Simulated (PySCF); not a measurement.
# Ways to converge the SCF of Mg2

The same problem is solved with other solver options, one edit a run.

Method: method and basis as typed in the scripts; program: PySCF 2.14.0.

1 further run of the same task is left out (it didn't finish).

## 1. The system as given

Mg2: 2 atoms, charge 0, spin multiplicity 1.

No contacts short enough for the rule that draws bonds.

## 2. Base script

input.py

```python
from pyscf import gto, scf, mp

mol = gto.M(
    atom='Mg 0 0 0; Mg 0 0 2.845',
    basis='sto-3g',
    charge=0,
    spin=0,
    verbose=4,
)
mf = scf.RHF(mol)
mf = mf.density_fit(auxbasis='def2-universal-jkfit')
mf.kernel()
mp.MP2(mf, frozen=2).kernel()
mf.dip_moment()
print('orbital energies (hartree):', mf.mo_energy[..., max(0, mol.nelec[1]-3):mol.nelec[0]+3].round(4))
```

Run with:

```sh
$ OMP_NUM_THREADS=1 python input.py
```

Its log is not repeated here.

Base result: E(SCF) = -394.025130 Eh, 6 cycles, E(MP2) − E(SCF) = -0.07638 Eh, μ = 0.00 D (of the SCF density).

The bond length is a typed value, not an optimised one.

## 3. DIIS space 4

Run 1 changes DIIS space: default → 4.

input.py

```python
from pyscf import gto, scf, mp

mol = gto.M(
    atom='Mg 0 0 0; Mg 0 0 2.845',
    basis='sto-3g',
    charge=0,
    spin=0,
    verbose=4,
)
mf = scf.RHF(mol)
mf = mf.density_fit(auxbasis='def2-universal-jkfit')
mf.diis_space = 4
mf.kernel()
mp.MP2(mf, frozen=2).kernel()
mf.dip_moment()
print('orbital energies (hartree):', mf.mo_energy[..., max(0, mol.nelec[1]-3):mol.nelec[0]+3].round(4))
```

Run with:

```sh
$ OMP_NUM_THREADS=1 python input.py
```

## 4. Smearing width 0.001 hartree

Run 2 changes smearing width: none → 0.001 hartree; step after the SCF: mp2 → none.

input.py: that of step 2 with these lines changed.

```diff
@@ -1,2 +1,2 @@
-from pyscf import gto, scf, mp
+from pyscf import gto, scf
 
@@ -11,4 +11,4 @@
 mf = mf.density_fit(auxbasis='def2-universal-jkfit')
+mf = scf.addons.smearing_(mf, sigma=0.001, method='fermi')
 mf.kernel()
-mp.MP2(mf, frozen=2).kernel()
 mf.dip_moment()
```

## 5. Convergence threshold 0.001 hartree

Run 3 changes convergence threshold: default → 0.001 hartree.

input.py: that of step 2 with these lines changed.

```diff
@@ -11,2 +11,3 @@
 mf = mf.density_fit(auxbasis='def2-universal-jkfit')
+mf.conv_tol = 0.001
 mf.kernel()
```

## 6. Second-order solver on

Run 4 changes second-order solver: off → on.

input.py: that of step 2 with these lines changed.

```diff
@@ -11,2 +11,3 @@
 mf = mf.density_fit(auxbasis='def2-universal-jkfit')
+mf = mf.newton()
 mf.kernel()
```

Q: Predict the outcome of this session. Wanted: for each run, E(SCF); from base; gap; after the SCF.

**Answer**, as computed:

```csv
run,E(SCF) (hartree),from base (eV),cycles,gap (eV),after the SCF
base,-394.025130,0,6,12.54,"MP2 correlation -2.078 eV, core frozen"
DIIS space 4,-394.025130,0.0000,6,12.54,"MP2 correlation -2.078 eV, core frozen"
smearing width 0.001 hartree,-394.025130,0.0000,6,n/a,n/a
convergence threshold 0.001 hartree,-394.025130,0.0000,3,12.53,"MP2 correlation -2.079 eV, core frozen"
second-order solver on,-394.025130,0.0000,2 macro,12.54,"MP2 correlation -2.078 eV, core frozen"
```

Distance from each run's final energy (log10 hartree) by cycle:

```csv
run,cycle 1,cycle 2,cycle 3,cycle 5,cycle 8,cycle 12
base,-2.6,-4.2,-5.2,-9.7,done,done
DIIS space 4,-2.6,-4.2,-5.2,-9.7,done,done
smearing width 0.001 hartree,-2.6,-4.2,-5.2,-9.7,done,done
convergence threshold 0.001 hartree,-2.6,-4.2,-5.2,done,done,done
```

No change of the SCF energy comes from DIIS space 4 or smearing width 0.001 hartree or convergence threshold 0.001 hartree or second-order solver on. With DIIS space 4, smearing width 0.001 hartree the path hardly changes: 6 cycles against 6.
